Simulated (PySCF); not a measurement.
# AlSi (quartet) at other levels of theory

What do other methods print for AlSi (quartet) when all else stays?

Computed with PySCF 2.14.0. Level: method and basis as typed in the scripts.

### 1 The starting structure

AlSi (quartet): 2 atoms, charge 0, spin multiplicity 4.

Bond lengths: Al1–Si2 2.079 Å.

### 2 The base run

Contents of input.py:

```python
from pyscf import gto, scf, mcscf

mol = gto.M(
    atom='Al 0 0 0; Si 0 0 2.079',
    basis='cc-pvdz',
    charge=0,
    spin=3,
    verbose=3,
)
mf = scf.ROHF(mol)
mf = mf.density_fit(auxbasis='def2-universal-jkfit')
mf.kernel()
mc = mcscf.CASSCF(mf, 6, 7)
mc.kernel()
mc.analyze()
mf.dip_moment()
print('orbital energies (hartree):', mf.mo_energy[..., max(0, mol.nelec[1]-3):mol.nelec[0]+3].round(4))
```

The run is started by

```console
OMP_NUM_THREADS=1 python input.py
```

### 3 SCF alone

Variant 1 changes step after the SCF: casscf → none.

input.py, as its differences from that of step 2:

```diff
@@ -1,2 +1,2 @@
-from pyscf import gto, scf, mcscf
+from pyscf import gto, scf
 
@@ -12,5 +12,2 @@
 mf.kernel()
-mc = mcscf.CASSCF(mf, 6, 7)
-mc.kernel()
-mc.analyze()
 mf.dip_moment()
```

### 4 O3lyp (ROKS)

Variant 2 changes functional: none (Hartree–Fock) → o3lyp; SCF type: ROHF → ROKS; step after the SCF: casscf → analyze.

Contents of input.py:

```python
from pyscf import gto, dft

mol = gto.M(
    atom='Al 0 0 0; Si 0 0 2.079',
    basis='cc-pvdz',
    charge=0,
    spin=3,
    verbose=3,
)
mf = dft.ROKS(mol, xc='o3lyp')
mf = mf.density_fit(auxbasis='def2-universal-jkfit')
mf.kernel()
mf.analyze()
print('orbital energies (hartree):', mf.mo_energy[..., max(0, mol.nelec[1]-3):mol.nelec[0]+3].round(4))
```

### 5 UHF

Variant 3 changes SCF type: ROHF → UHF.

Contents of input.py:

```python
from pyscf import gto, scf, mcscf

mol = gto.M(
    atom='Al 0 0 0; Si 0 0 2.079',
    basis='cc-pvdz',
    charge=0,
    spin=3,
    verbose=3,
)
mf = scf.UHF(mol)
mf = mf.density_fit(auxbasis='def2-universal-jkfit')
mf.kernel()
mc = mcscf.CASSCF(mf, 6, 7)
mc.kernel()
mc.analyze()
mf.dip_moment()
print('orbital energies (hartree):', [e[max(0, n-3):n+3].round(4) for e, n in zip(mf.mo_energy, mol.nelec)])
```

### 6 Stability test (UHF)

Variant 4 changes step after the SCF: casscf → stability; SCF type: ROHF → UHF.

Contents of input.py:

```python
from pyscf import gto, scf

mol = gto.M(
    atom='Al 0 0 0; Si 0 0 2.079',
    basis='cc-pvdz',
    charge=0,
    spin=3,
    verbose=3,
)
mf = scf.UHF(mol)
mf = mf.density_fit(auxbasis='def2-universal-jkfit')
mf.kernel()
mf.stability(internal=True, external=True)
mf.dip_moment()
print('orbital energies (hartree):', [e[max(0, n-3):n+3].round(4) for e, n in zip(mf.mo_energy, mol.nelec)])
```

### 7 Population analysis

Variant 5 changes step after the SCF: casscf → analyze.

Contents of input.py:

```python
from pyscf import gto, scf

mol = gto.M(
    atom='Al 0 0 0; Si 0 0 2.079',
    basis='cc-pvdz',
    charge=0,
    spin=3,
    verbose=3,
)
mf = scf.ROHF(mol)
mf = mf.density_fit(auxbasis='def2-universal-jkfit')
mf.kernel()
mf.analyze()
print('orbital energies (hartree):', mf.mo_energy[..., max(0, mol.nelec[1]-3):mol.nelec[0]+3].round(4))
```

### 8 Geometry optimisation

Variant 6 changes step after the SCF: casscf → optimize.

Contents of input.py:

```python
from pyscf import gto, scf
from pyscf.geomopt.geometric_solver import optimize

mol = gto.M(
    atom='Al 0 0 0; Si 0 0 2.079',
    basis='cc-pvdz',
    charge=0,
    spin=3,
    verbose=3,
)
mf = scf.ROHF(mol)
mf = mf.density_fit(auxbasis='def2-universal-jkfit')
mf.kernel()
mol_eq = optimize(mf, maxsteps=30)
print('optimised geometry (angstrom)')
print(mol_eq.tostring('raw'))
print('orbital energies (hartree):', mf.mo_energy[..., max(0, mol.nelec[1]-3):mol.nelec[0]+3].round(4))
```

Before running it: what results should come out? Wanted: for each run, E(SCF); from base; gap, α spin; dipole; after the SCF.

The runs gave:

| run | E(SCF) (hartree) | from base (eV) | gap, α spin (eV) | dipole (D) | after the SCF |
| --- | --- | --- | --- | --- | --- |
| base | -530.747083 | 0 | n/a | 1.17 | CASSCF correlation -0.509 eV |
| SCF alone | -530.747083 | 0.0000 | n/a | 1.17 | n/a |
| o3lyp (ROKS) | -531.771675 | not comparable | n/a | 0.86 | n/a |
| UHF | -530.749819 | -0.0744 | 9.20 | 1.39 | CASSCF correlation -0.435 eV |
| stability test (UHF) | -530.749819 | -0.0744 | 9.20 | 1.39 | stable |
| population analysis | -530.747083 | 0.0000 | n/a | 1.17 | n/a |
| geometry optimisation | -530.747083 | 0.0000 | n/a | n/a | bond 2.496 Å, -0.893 eV |

SCF columns refer to the geometry typed in the script.

A lower total energy from another functional means nothing by itself.
